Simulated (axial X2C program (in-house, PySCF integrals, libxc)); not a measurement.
**Potential curves of SiP, scalar-relativistic**

Calculated with an in-house all-electron X2C program for linear molecules (integrals from PySCF). Spin-free means the one-electron spin-free X2C Hamiltonian. Basis: P dyall-v3z [8s7p2d1f], Si dyall-v3z [8s7p2d1f] (cores contracted in-house); Gaussian nuclei, density fitting, unrestricted open shells. Masses: P 30.974 u, Si 27.977 u.

State: M_S = 1/2, Λ = 1 (beyond evenly filled blocks: π+α, π+β, π-α). Energies in cm⁻¹ from the fragments at the same level (P + Si). Fits are polynomials in 1 − R0/R over 0.85 to 1.23 times the lowest point R0.

```json
{"R (Å)": "1.8122", "PBEsol": "-23156", "PBE0": "-19589", "CCSD": ""}
{"R (Å)": "1.8955", "PBEsol": "-28633", "PBE0": "-24899", "CCSD": "-21127"}
{"R (Å)": "1.9580", "PBEsol": "-31072", "PBE0": "-27181", "CCSD": "-23473"}
{"R (Å)": "2.0205", "PBEsol": "-32418", "PBE0": "-28351", "CCSD": "-24645"}
{"R (Å)": "2.0830", "PBEsol": "-32912", "PBE0": "-28651", "CCSD": "-24884"}
{"R (Å)": "2.1559", "PBEsol": "-32666", "PBE0": "-28166", "CCSD": "-24312"}
{"R (Å)": "2.2288", "PBEsol": "-31763", "PBE0": "-27021", "CCSD": "-23116"}
{"R (Å)": "2.3225", "PBEsol": "-29928", "PBE0": "-24907", "CCSD": "-21039"}
{"R (Å)": "2.4371", "PBEsol": "-27049", "PBE0": "-21889", "CCSD": ""}
{"R (Å)": "2.6038", "PBEsol": "-22352", "PBE0": "-17573", "CCSD": ""}
```

Correlated methods: 9 electrons correlated (number of frozen shells: P 2 s, 1 p; Si 2 s, 1 p), 139 virtual spin orbitals or spinors in MP2, 90 natural virtuals in coupled cluster.

The state is a single determinant with fixed occupations, the lowest that a limited PBE0 search found. De is counted from the lowest determinant-based energies of the atoms at the same level, without counterpoise correction. CCSD ran in a truncated set of natural virtual spinors with an MP2 remainder; without triples it tends to underbind. Other states lie close and PBE0, whose exact exchange favours high spin, may order them wrongly; the determinant shown need not be the ground state. The nearest other spin-free determinant of the search, M_S = 1/2, Λ = 0, lies 0.23 eV up at the distance of the search. Without a current term, density functionals place determinants with orbital angular momentum somewhat too high. At some level and bond length an empty orbital lies below a filled one. The determinant is spin-polarised beyond a pure state at some levels (its spin-free form has ⟨S²⟩ too high), which makes Re and μ there less reliable. The T1 diagnostic is large, a sign of multireference character. Coupled cluster ran on the points near the minimum only. MP2 and coupled cluster on one determinant become unreliable at the stretched end.

(1) Fit the PBEsol curve near its minimum: give the equilibrium distance, the harmonic wavenumber and the well depth.

(2) What are Re, ωe and De at the PBE0 level?

(3) Fit the CCSD curve near its minimum: give the equilibrium distance, the harmonic wavenumber and the well depth.

## Answers

(1) At PBEsol, spin-free: Re = 2.096 Å, ωe ≈ 604 cm⁻¹, De = 4.08 eV to P + Si; Be follows as 0.261 cm⁻¹.

(2) At PBE0, spin-free: Re = 2.077 Å, ωe ≈ 634 cm⁻¹, De = 3.55 eV to P + Si; Be follows as 0.266 cm⁻¹.

(3) At CCSD, spin-free: Re = 2.071 Å, ωe ≈ 656 cm⁻¹, De = 3.09 eV to P + Si; Be follows as 0.267 cm⁻¹.
